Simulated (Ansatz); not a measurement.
# SiH₃F: a ladder of functionals and wavefunction methods

An exercise on one series of results from a longer session: the logs are not shown, and one member is left open.

Program: Ansatz 0.2.0, Gaussian basis. Level of theory: functionals in def2-TZVPP, the program's frozen cores in correlated methods. These are calculated values, not measurements.

Levels to be run: LDA (SPW92), PBE-D4, revPBE-D4, BLYP-D4, r2SCAN-D4, B97M-V, PBE0-D4, B3LYP-D4, r2SCANh-D4, r2SCAN0-D4, HSE06-D4, BHLYP-D4, CAM-B3LYP-D4, LC-ωPBE, ωB97X-V, ωB97M-V, B2PLYP, PBE-QIDH; CCSD(T)/def2-SVP; CCSD(T)/def2-TZVPP; CCSD(T)/def2-QZVPP; extrapolation to the limit; RPA on PBE.

### The geometry

All runs share one geometry, relaxed beforehand with PBE0-D4 in a triple-zeta def2 set.

SMILES `F[SiH3]`, 5 atoms, charge 0, spin multiplicity 1.

Atoms are counted from 1 here; the program's logs count them from 0.

Bond lengths: F1–Si2 1.600 Å, Si2–H3 1.482 Å, Si2–H4 1.482 Å, Si2–H5 1.482 Å. Angles: F1–Si2–H3 108.3°, F1–Si2–H4 108.3°, F1–Si2–H5 108.3°, H3–Si2–H4 110.6°, H3–Si2–H5 110.6°, H4–Si2–H5 110.6°.

As a file:

```
F    -1.2746    0.1628    0.8580
Si    0.0433   -0.0193   -0.0307
H    -0.3678   -0.1926   -1.4437
H     0.7686   -1.2179    0.4516
H     0.8805    1.1934    0.1234
```

Set-up of the first run:

in.yaml reads:

```yaml
crystal:
  periodic: [false, false, false]
  atoms:
    - {symbol: F, position_ang: [-1.274606, 0.162766, 0.857980]}
    - {symbol: Si, position_ang: [0.043261, -0.019337, -0.030716]}
    - {symbol: H, position_ang: [-0.367778, -0.192599, -1.443692]}
    - {symbol: H, position_ang: [0.768631, -1.217941, 0.451627]}
    - {symbol: H, position_ang: [0.880492, 1.193412, 0.123402]}
basis:
  gaussian: {orbitals: def2-TZVPP}
hamiltonian: {xc: lda}
output: {orbitals: {seedname: orbitals}}
```

Among the steps run: LDA; PBE-D4 (GGA); revPBE-D4 (GGA); BLYP-D4 (GGA); r2SCAN-D4 (meta-GGA); B97M-V (meta-GGA); PBE0-D4 (hybrid); B3LYP-D4 (hybrid); r2SCANh-D4 (hybrid); r2SCAN0-D4 (hybrid); HSE06-D4 (hybrid); BHLYP-D4 (hybrid); CAM-B3LYP-D4 (range-separated); LC-ωPBE-D4 (range-separated; the results give it without D4); ωB97X-V (range-separated); ωB97M-V (range-separated); B2PLYP (double hybrid); PBE-QIDH (double hybrid).

One of the session's tables, all rows but one given; the rest of the session is left out.

It belongs to the step «Frontier levels by functional». 

| functional | HOMO (eV) | gap (eV) |
| --- | --- | --- |
| LDA (SPW92) | -8.34 | 7.06 |
| PBE-D4 | -8.30 | 7.28 |
| revPBE-D4 | -8.28 | 7.36 |
| BLYP-D4 | -8.24 | 7.33 |
| r2SCAN-D4 | -8.69 | 8.15 |
| B97M-V | -8.77 | 7.93 |
| PBE0-D4 | -9.77 | 9.64 |
| B3LYP-D4 | -9.58 | 9.19 |
| r2SCANh-D4 | -9.22 | 8.98 |
| r2SCAN0-D4 | ? | ? |
| HSE06-D4 | -9.36 | 8.85 |
| BHLYP-D4 | -11.18 | 11.89 |
| CAM-B3LYP-D4 | -11.24 | 12.06 |
| LC-ωPBE | -12.61 | 14.67 |
| ωB97X-V | -12.26 | 14.19 |
| ωB97M-V | -12.06 | 13.65 |

Q: Estimate the row for r2SCAN0-D4 from the others.

Worked estimate for «HOMO (eV)». Against the share of exact exchange, r2SCAN-D4 (0, -8.69), r2SCANh-D4 (0.1, -9.22) give a slope of -5.30 per unit share; at 0.25 the line stands at -10.01.

**Answer.** HOMO (eV): -10.02; gap (eV): 10.19. In «HOMO (eV)» the line misses by +0.01.
